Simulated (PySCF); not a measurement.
Isomers of HNO3, one GFN2-xTB conformer each. Single-point energies are computed at PBE0/pcSseg-1 (PySCF, gas phase, no added dispersion term), electronic only.

Question: Rank them by PBE0/pcSseg-1 energy, lowest first (kcal/mol).
A. `[O:1]=[N:2][O:3][OH:4]` with O1–N2–O3–O4 0°, N2–O3–O4–H 0°
B. `[O:1]=[N+:2]([O-:3])[OH:4]` with O1–N2–O4–H 0° (nitric acid)

Answer: B (0.0), A (36.0).

As drawn, the higher has an O–O bond, which the lower lacks. GFN2-xTB itself gives, in the same order: 0.0, 45.9. Both levels put the same isomer lowest.

Q: Which frontier levels, dipoles and rotational constants go with these structures?

A: 
```json
{"SMILES": "O=[N+]([O-])O", "HOMO (eV, PBE0/pcSseg-1)": "-9.47", "LUMO (eV)": "-1.72", "dipole (D)": "2.50", "A, B, C (MHz)": "13591, 12291, 6454"}
{"SMILES": "O=NOO", "HOMO (eV, PBE0/pcSseg-1)": "-8.89", "LUMO (eV)": "-2.37", "dipole (D)": "0.89", "A, B, C (MHz)": "23188, 7643, 5748"}
```
